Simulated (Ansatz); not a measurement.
Cost against result

The pair of SiH4 (SMILES [SiH4], atoms 1–5) and CH3Cl (SMILES CCl, atoms 6–10), both closed shells, in one local arrangement (a lower one may exist), relaxed at PBE0-D4/def2-TZVP:

```xyz
10
angstrom
Si -0.2271 -0.0098 -2.0668
H -0.7240 -0.5838 -3.3452
H 1.2221 0.2796 -2.1916
H -0.4529 -1.0032 -0.9851
H -0.9762 1.2352 -1.7686
C 0.1681 -0.0893 2.1521
Cl 0.9340 1.1845 1.1842
H -0.1558 -0.8831 1.4826
H -0.6854 0.3376 2.6736
H 0.8972 -0.4677 2.8647
```

Interaction energies are counterpoise-corrected; the time is that of the whole pair.

Program: Ansatz 0.2.0. Basis: as named in each row. Cores are frozen in the correlated methods. B3LYP uses VWN-RPA correlation. Extrapolation: Hartree–Fock as exp(−7.88 √X), correlation as X^−2.97.

Times are rough, for one single point on 4 threads of a shared host (INTEL XEON PLATINUM 8581C).

The estimate by CCSD(T) at an estimated basis limit (MP2 extrapolated from triple and quadruple zeta, plus CCSD(T) − MP2 in triple zeta) is -6.5 kJ/mol.

```tsv
method	basis	time (s)	interaction energy (kJ/mol)	method less estimate
HF	STO-3G	under 1	3.4	9.9
PBE-D4	STO-3G	under 1	-3.5	2.9
SPW92	def2-SVP	under 1	-10.5	-4.0
PBE-D4	def2-SVP	under 1	-7.5	-1.0
B3LYP-D4	6-31G	under 1	-5.2	1.3
PBE0-D4	def2-SVP	under 1	-7.2	-0.8
CCSD(T)	def2-SVP	1	-1.5	5.0
PBE-D4	def2-TZVPPD	1	-7.4	-0.9
revPBE-D4	def2-TZVPPD	1	-6.0	0.4
BLYP-D4	def2-TZVPPD	1	-6.0	0.5
wB97M-V	def2-SVP	2	-6.6	-0.1
PBE0-D4	def2-TZVPPD	2	-6.9	-0.4
B3LYP-D4	def2-TZVPPD	2	-6.5	0.0
HSE06-D4	def2-TZVPPD	2	-6.8	-0.3
r2SCAN-D4	def2-TZVPPD	2	-5.8	0.7
B2PLYP	def2-TZVPPD	3	-1.7	4.8
wB97X-V	def2-TZVPPD	4	-6.4	0.1
wB97M-V	def2-TZVPPD	4	-6.7	-0.2
B97M-V	def2-TZVPPD	4	-6.9	-0.4
MP2	def2-QZVPPD	12	-6.4	0.1
CCSD(T)	def2-TZVPPD	41	-5.1	1.3
```

No T1 diagnostic of these runs exceeds 0.011.
